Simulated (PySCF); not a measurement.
Gas-phase reaction: 2 AlCl2 + 2 H2 = 2 AlH2Cl + Cl2

Energies from PySCF (xtb for GFN2), thermal terms from the rigid-rotor harmonic-oscillator model, ideal gas at 1 bar. † marks an energy on the PBE0/def2-TZVP geometry and frequencies; other levels use their own. Open shells (unrestricted): AlCl2 (multiplicity 2); the rest are closed-shell singlets. GFN2 has no spin-polarisation term. AlH2Cl: computed as isolated molecules; such fragments, hydroxides, amides, oligomers or adducts are transient or little studied in the gas. The harmonic model lacks anharmonicity and excited electronic states, which grow with temperature; levels with a mode under 35 cm⁻¹ are left out.

```
level               ΔE electronic, kJ  ΔH°(298 K), kJ  ΔS°(298 K), J/K  ΔG°(1200 K), kJ
------------------  -----------------  --------------  ---------------  ---------------
GFN2-xTB                          -66             -59             -117               89
M06-2X/def2-TZVP†                 252             254             -111              396
PBE0/def2-SVP†                    222             224             -111              366
PBE0/def2-TZVP                    221             223             -111              365
LDA/def2-TZVP†                    191             193             -111              335
ωB97X-V/def2-TZVP†                188             190             -111              332
```
ΔH° is lowest at GFN2-xTB and highest at M06-2X/def2-TZVP†. No reference value is set beside these.
